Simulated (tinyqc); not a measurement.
A ladder of methods, and size consistency: correlation methods against full CI in the sto-3g basis, for H2O, spin multiplicity 1. Computed by the program tinyqc with PySCF. All electrons correlated; +Q is the Davidson correction (1 - c0^2) E_corr. The last columns treat two copies 100 angstrom apart as one system. FCI is the lowest singlet.

Geometry (angstrom):
```
atom,x,y,z
O,0.0000,0.0000,0.0000
H,0.0000,0.8150,0.5230
H,0.0000,-0.7690,0.4930
```

RHF energy of one = -74.950679 hartree

Correlation energies (hartree):
```
method,E_corr of one,share of FCI (%),E_corr of two at 100 angstrom,two minus twice one (mhartree)
MP2,-0.03297,71.504,-0.06594,0.000
CISD,-0.04549,98.658,-0.08895,2.024
CISD+Q,-0.04655,100.959,-0.09281,0.282
CCSD,-0.04597,99.707,-0.09194,0.000
CCSD(T),-0.04606,99.891,-0.09211,0.000
FCI,-0.04611,100.000,-,-
```

What does the comparison show, and why?

MP2 recovers 72 %, CISD 98.7 % and CCSD 99.7 % of the FCI value (c0^2 = 0.977 in CISD). MP2 and coupled cluster are size consistent, so their last column vanishes; CISD loses 2.02 mhartree, since a double excitation on each copy is a quadruple of the pair, and the Davidson correction leaves +0.28.
